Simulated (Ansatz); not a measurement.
1T (CdI2-type) SnSe₂

The numbers are results of PBE-D4 (Ansatz, a quantum-chemistry and plane-wave program, plane waves, PAW), not measurements.

Cell: relaxed at this level.

```json
{
 "interlayer_binding_energy": "21.5 meV/Å²",
 "layer_repeat_distance": "6.003 Å",
 "gap_between_the_layers": "2.815 Å"
}
```

Spin–orbit coupling is not included.

Computed values are for the static lattice.
